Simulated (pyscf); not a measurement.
# Addition across a multiple bond or ene-type step: H₃C–Al (SMILES [CH3][Al]) [singlet] + H₂C=CH₂ (SMILES C=C) → H₃C–CH₂–CH₂–Al (SMILES CC[CH2][Al]) [singlet]

Gas phase, singlet surface, charge 0. Bonds broken: C2–H3. Bonds formed: C2–C6, H3–C7. PySCF, gas phase, ωB97X-D3(BJ)/def2-SVP geometries. Correlated levels are frozen-core, on RHF or UHF. ΔMP2 is the change of the MP2 total energy from the triple- to the quadruple-zeta basis.

Transition state (Å):

```xyz
11

Al     1.7678     1.7453    -1.5590
C      0.5089     0.7297    -0.4305
H     -0.6927    -0.5759    -0.4324
H     -0.4977     1.0972    -0.2352
H      0.8380    -0.1325     0.1481
C     -0.8979    -0.1705     1.5808
C     -1.3555    -0.9983     0.5211
H     -0.0910    -0.4855     2.2478
H     -1.4263     0.7438     1.8641
H     -1.0730    -2.0588     0.5774
H     -2.3942    -0.8428     0.1978
```

One imaginary mode, 1059i cm⁻¹; descent along it reached the two sides named.

```
bond   change  reactant side (Å)  saddle  product side
-----  ------  -----------------  ------  ------------
C2–H3  breaks              1.099   1.774           2.6
C2–C6   forms                3.9     2.6         1.541
H3–C7   forms                3.2   1.236         1.102
```

Electronic energies relative to the separated reactants (kcal/mol):

```csv
level,barrier,reaction energy,reverse barrier
ωB97X-D3(BJ)/def2-TZVP,84.2,-24.8,109.0
PBE/def2-TZVP,67.4,-20.6,88.0
r²SCAN/def2-TZVP,71.1,-21.9,93.0
B3LYP-D3(BJ)/def2-TZVP,74.7,-20.1,94.8
PBE0-D3(BJ)/def2-TZVP,74.0,-25.5,99.5
M06-2X/def2-TZVP,81.9,-22.2,104.1
ωB97M-D3(BJ)/def2-TZVP,82.2,-21.4,103.7
HF/def2-TZVP,106.9,-14.4,121.3
MP2/def2-QZVPP,73.7,-23.4,97.0
CCSD/def2-TZVPP,82.3,-20.3,102.7
CCSD(T)/def2-TZVPP,73.7,-20.6,94.3
CCSD(T)/def2-TZVPP + ΔMP2(QZVPP),73.5,-20.7,94.2
```

With CCSD(T)/def2-TZVPP + ΔMP2(QZVPP) energies and thermal terms (ideal gas, 1 atm, RRHO with modes under 100 cm⁻¹ raised to 100, one conformer, R ln 2 for chiral ones without a mode under 150 cm⁻¹), in kcal/mol:

```
T (K)   ΔH‡    ΔG‡     ΔH     ΔG
-----  ----  -----  -----  -----
298    72.7   82.6  -17.1   -7.0
600    73.1   92.4  -17.1   +3.4
900    73.9  101.9  -16.5  +13.5
1200   74.7  111.1  -15.6  +23.4
```

Another saddle between the same species, by other bonds, lies lower (18.5 kcal/mol against 82.2 kcal/mol at ωB97M-D3(BJ)/def2-TZVP). A restricted solution here is unstable towards spin polarisation, so biradical character is likely and single-reference numbers are less safe. The CCSD(T) − MP2 part came from Ansatz, without density fitting, on the same reference.
